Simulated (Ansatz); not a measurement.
**S2F2 (Difluorodisulfane): where methods fail along a bond**

S2F2 has 4 atoms, charge 0, and is taken as a singlet. As SMILES, `FSSF`. The S3–S2 distance was set to 2.362 Å, away from the relaxed value.

```xyz
4

F    -2.1619    0.0602   -0.7335
S    -0.8458    1.0243   -0.7443
S     1.0450   -0.2764   -0.1847
F     1.2064   -0.2878    1.4387
```

The S2–S3 distance is scanned; the parts on either side stay rigid. Basis STO-3G, 12 core orbitals frozen in the correlated methods; program Ansatz 0.2.0. FCI is exact within this basis and core. Energies in eV from each method's value at 2.362 Å; methods without a U are spin-restricted; a dash marks a point that is missing or didn't converge. The shape above is that at 2.362 Å.

```tsv
distance (Å)	HF	PBE	B2PLYP	BCCD(T)	FCI
1.890	-0.45	0.30	0.11	0.22	0.24
2.362	0.00	0.00	0.00	0.00	0.00
2.835	2.38	1.21	1.47	1.01	0.99
3.780	5.33	2.74	2.69	1.36	1.46
4.724	6.17	3.05	2.23	–	1.47
```

Departure from the FCI curve at its largest: HF +4.70 eV at 4.72 Å; PBE +1.58 eV at 4.72 Å; B2PLYP +1.23 eV at 3.78 Å; BCCD(T) -0.10 eV at 3.78 Å. The curve of B2PLYP turns over, which the reference doesn't. Restricted functionals keep the electrons paired too, and rise too high. Restricted Hartree–Fock keeps the electrons paired, so it rises far too high as the bond breaks.
